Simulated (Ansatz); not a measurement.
(LiH)2 ring (Li₂H₂). The state is a singlet with charge 0. Geometry relaxed at PBE-D4/def2-TZVP.

Cartesian coordinates in Å:
```
Li -0.935 -0.483 0.444
H 0.171 0.691 1.113
Li 0.934 0.483 -0.444
H -0.171 -0.691 -1.113
```

Question: Estimate the harmonic wavenumbers at RKS PBE-D4/def2-TZVP (Ansatz, unscaled). Is this a minimum?

Answer: 520, 606, 899, 976, 1055, 1168 cm⁻¹. Yes, no mode is imaginary beyond noise. Zero-point energy 31.2 kJ/mol. Run time 2.4 s (4 threads of Intel Xeon on a shared host).
